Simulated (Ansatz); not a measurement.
Input file:

```yaml
crystal:
  periodic: [false, false, false]
  atoms:
    - {symbol: C, position_ang: [0.000000, 0.000000, 0.060407]}
    - {symbol: Na, position_ang: [0.000000, 0.000000, -2.129813]}
    - {symbol: H, position_ang: [0.000000, 0.000000, 2.069407]}
basis:
  gaussian: {orbitals: aug-cc-pVDZ}
magnetization: {spin_polarized: false, initial_magnetization: 2}
correlation: {method: ccsd_t, electrons: outside_noble_gas, diis_vectors: 1}
```

```sh
$ ansatz run in.yaml --threads 1 --pin off --events-out ev --progress --plain --max-ram 2393MiB
```

Output:

```
576 factors; integrals over basis functions are off by at most 1.1e-3 eV
mean field evaluation 1: about -5443.3533 eV, gradient 1.0e1 eV
mean field evaluation 2: about -5443.3536 eV, gradient 1.0e1 eV
mean field evaluation 4: about -5443.5487 eV, gradient 8.4e0 eV
mean field evaluation 8: about -5443.8809 eV, gradient 2.2e0 eV
mean field evaluation 16: about -5443.9236 eV, gradient 1.0e-6 eV
mean field evaluation 32: about -5441.7592 eV, gradient 4.7e-3 eV
mean field evaluation 64: about -5441.7592 eV, gradient 6.1e-5 eV
mean field evaluation 96: about -5439.1243 eV, gradient 1.8e1 eV
mean field evaluation 128: about -5441.7181 eV, gradient 1.0e0 eV
mean field evaluation 160: about -5442.2836 eV, gradient 4.1e-2 eV
mean field evaluation 192: about -5442.2836 eV, gradient 4.1e-2 eV
mean field evaluation 224: about -5440.4910 eV, gradient 7.0e0 eV
mean field evaluation 256: about -5441.0623 eV, gradient 2.0e0 eV
mean field evaluation 288: about -5443.9236 eV, gradient 5.2e-4 eV
mean field evaluation 320: about -5439.7890 eV, gradient 8.0e-1 eV
mean field evaluation 352: about -5437.3611 eV, gradient 5.7e0 eV
mean field -5443.92364636 eV, -200.0605039797 hartree, gradient 1.0e-6 eV, S^2 2.000000; 8 other end points of the search recorded, 0 dependent functions left out
mean field evaluation 384: about -5444.9550 eV, gradient 1.2e-4 eV
mean field evaluation 416: about -5443.4589 eV, gradient 3.9e0 eV
mean field evaluation 448: about -5444.0409 eV, gradient 3.1e-4 eV
mean field evaluation 480: about -5443.8510 eV, gradient 4.9e0 eV
determinant -5443.92364636 eV, -200.0605039797 hartree, with singles and doubles -5448.11569439 eV, -200.2145589034 hartree
determinant -5442.28363542 eV, -200.0002346894 hartree, with singles and doubles -5445.98111322 eV, -200.1361144922 hartree
determinant -5441.75920847 eV, -199.9809623543 hartree, with singles and doubles -5445.24873984 eV, -200.1092002671 hartree
determinant -5441.29941251 eV, -199.9640651647 hartree, with singles and doubles -5444.65577983 eV, -200.0874093884 hartree
determinant -5440.84543319 eV, -199.9473817323 hartree, with singles and doubles -5444.96406594 eV, -200.0987386940 hartree
determinant -5443.66453309 eV, -200.0509817429 hartree, with singles and doubles -5448.12562189 eV, -200.2149237323 hartree
determinant -5443.66453309 eV, -200.0509817429 hartree, with singles and doubles -5448.10434086 eV, -200.2141416690 hartree
determinant -5443.92364636 eV, -200.0605039797 hartree, with singles and doubles -5448.11151658 eV, -200.2144053718 hartree
unrestricted determinant -5444.95504201 eV, -200.0984070707 hartree, S^2 2.6946
6 core orbitals not correlated: weight in the atoms' cores, before any rotation towards them, 1.000 or more for the frozen orbitals, at most 0.000 for the correlated occupied ones
reference -5443.92364636 eV, -200.0605039797 hartree; 4, 2 occupied and 49, 51 virtual orbitals, 576 factors
second order -3.09158632 eV of doubles, -0.09943989 eV of singles
cycle   1  -4.18787099 eV  change   -7.7e-7 eV  update   2.3e-6
perturbative correction -0.20641409 eV, -0.0075855780 hartree
Total energy: -5448.31793144 eV, -200.2219909780 hartree
```

The T1 diagnostic is 0.073.

Ran on 1 thread of Arm Neoverse V2, shared host: 6 s wall, 0.17 GiB peak host memory.
